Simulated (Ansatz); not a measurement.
# C₅H₅F: geometry optimisation

The task: find the minimum of C₅H₅F nearest to the start.

Computed with Ansatz 0.2.0. Level: RKS SPW92 (LDA)/def2-SVP.

## 1. Where the work starts

11 atoms, charge 0, spin multiplicity 1.

Atoms are counted from 1 here; the program's logs count them from 0.

Bond lengths: F1–C2 1.337 Å, C2–C3 1.360 Å, C2–C6 1.501 Å, C3–C4 1.469 Å, C3–H7 1.097 Å, C4–C5 1.363 Å, C4–H8 1.099 Å, C5–C6 1.506 Å, C5–H9 1.097 Å, C6–H10 1.114 Å, C6–H11 1.114 Å. Angles: F1–C2–C3 127.4°, F1–C2–C6 121.2°, C3–C2–C6 111.4°, C2–C3–C4 107.0°, C2–C3–H7 126.4°, C4–C3–H7 126.5°, C3–C4–C5 110.4°, C3–C4–H8 123.8°, C5–C4–H8 125.8°, C4–C5–C6 108.9°, C4–C5–H9 127.0°, C6–C5–H9 124.1°, C2–C6–C5 102.3°, C2–C6–H10 111.5°, C2–C6–H11 111.5°, C5–C6–H10 112.9°, C5–C6–H11 112.9°, H10–C6–H11 105.9°.

As a file:

```xyz
11

F     2.06371    0.30317   -1.34183
C     1.00719    0.05019   -0.56224
C     0.90083   -0.90449    0.39985
C    -0.44542   -0.78644    0.97508
C    -1.13494    0.22159    0.36896
C    -0.25588    0.85179   -0.67898
H     1.67451   -1.62569    0.69061
H    -0.82422   -1.43132    1.78083
H    -2.16124    0.54421    0.58574
H    -0.07058    1.93420   -0.49444
H    -0.68836    0.78579   -1.70299
```

## 2. Relaxation

File input.yaml:

```yaml
crystal:
  periodic: [false, false, false]
  atoms:
    - { symbol: F, position_ang: [2.063706, 0.303167, -1.341826] }
    - { symbol: C, position_ang: [1.007187, 0.050191, -0.562236] }
    - { symbol: C, position_ang: [0.900829, -0.904489, 0.399851] }
    - { symbol: C, position_ang: [-0.445423, -0.786445, 0.975079] }
    - { symbol: C, position_ang: [-1.134938, 0.221589, 0.36896] }
    - { symbol: C, position_ang: [-0.255884, 0.851791, -0.678976] }
    - { symbol: H, position_ang: [1.674513, -1.625695, 0.690605] }
    - { symbol: H, position_ang: [-0.824219, -1.431316, 1.780834] }
    - { symbol: H, position_ang: [-2.16124, 0.544211, 0.585738] }
    - { symbol: H, position_ang: [-0.070576, 1.934205, -0.494442] }
    - { symbol: H, position_ang: [-0.688355, 0.78579, -1.702988] }
basis:
  gaussian: { orbitals: def2-SVP }
hamiltonian:
  xc: lda
output:
  forces: true
relax:
  f_tol: 0.003
  max_steps: 120
```

Started as:

```bash
$ ansatz run input.yaml --threads 1 --pin off --max-ram 2560MiB --backend cpu --events-out ev --progress --plain --runs-dir out
```

Before running it: what results should come out? Wanted: energy gained; root mean square move; dipole moment.

The runs gave:

```
             quantity      value
        energy gained  0.0244 eV
root mean square move    0.012 Å
        dipole moment     0.96 D
```

**Reading.** Bond lengths: F1–C2 1.318 Å, C2–C3 1.353 Å, C2–C6 1.484 Å, C3–C4 1.454 Å, C3–H7 1.100 Å, C4–C5 1.357 Å, C4–H8 1.102 Å, C5–C6 1.489 Å, C5–H9 1.100 Å, C6–H10 1.116 Å, C6–H11 1.116 Å. Angles: F1–C2–C3 127.5°, F1–C2–C6 121.4°, C3–C2–C6 111.1°, C2–C3–C4 107.0°, C2–C3–H7 126.2°, C4–C3–H7 126.8°, C3–C4–C5 110.4°, C3–C4–H8 124.0°, C5–C4–H8 125.7°, C4–C5–C6 108.7°, C4–C5–H9 126.9°, C6–C5–H9 124.3°, C2–C6–C5 102.8°, C2–C6–H10 111.4°, C2–C6–H11 111.4°, C5–C6–H10 112.9°, C5–C6–H11 112.9°, H10–C6–H11 105.6°. No frequencies were computed here.
